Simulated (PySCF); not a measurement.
**SiCl⁺ at B3LYP**

Level: B3LYP. Si def2-SVP, Cl def2-SVP; no relativity (PySCF 2.14).

| Item | Value |
| --- | --- |
| state | ¹Σ⁺ (singlet), closed shell |
| bond length | 1.984 Å |
| harmonic wavenumber | 654 cm⁻¹ |
| force constant | 3.91 mdyn/Å |
| rotational constant Be | 0.2756 cm⁻¹ |
| anharmonicity ωexe | 2.28 cm⁻¹ |
| vibration–rotation constant αe | 0.00141 cm⁻¹ |
| well depth De to Si⁺ + Cl | 115.1 kcal/mol |
| dissociation energy D0 | 114.2 kcal/mol |
| HOMO–LUMO gap | 6.16 eV |
| bond order (Mayer) | 1.66 |
| dipole moment (positive dipole points towards Cl; it is taken about the centre of mass and depends on that origin) | -3.65 D |

For an ion De counts to the pair picked by the measured ionisation energies or electron affinities, which need not be the lowest pair at this level.
